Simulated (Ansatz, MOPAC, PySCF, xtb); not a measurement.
Barrier height from HO− + CH3F (SMILES CF) to the transition structure CH4FO, without zero-point energy, on the benchmark's geometries as Psi4's copy of the set gives them.
Transition structure (charge -1, multiplicity 1):
```xyz
7

F      0.02254    -0.00745     0.00553
C     -0.01842     0.00504     1.76493
H      1.04805     0.00524     1.85415
H     -0.54782     0.93471     1.79222
H     -0.54895    -0.92343     1.80576
O      0.00127     0.01920     3.75060
H     -0.92676     0.03161     3.99758
```
Reactant (charge 0, multiplicity 1):
```xyz
5

C     -0.632     0.000     0.000
F      0.749     0.000     0.000
H     -0.983    -0.338     0.973
H     -0.983     1.012    -0.193
H     -0.983    -0.673    -0.779
```

Open shells are unrestricted; no spin–orbit coupling.

Rows in 6-31G* carry no dispersion term and start afresh at each structure (6-31G* with six Cartesian d functions). The state that PM6 reach isn't checked.

The values were computed with Ansatz (Gaussian basis) for Hartree–Fock, density functionals and correlated methods; MOPAC for PM6 (differences of heats of formation); PySCF for 6-31G* rows; xtb for the GFN methods. Each number belongs to the level named beside it.

Q: One of these levels gives -4.48 kcal/mol for the barrier height. Which?
(A) B3LYP/6-31G*
(B) GFN1-xTB
(C) r2SCAN/def2-TZVPPD
(D) PM6

A: D, PM6. The others give -26.38 (GFN1-xTB), -7.49 (r2SCAN/def2-TZVPPD), -16.54 (B3LYP/6-31G*)

Ansatz is a program for electronic structure.
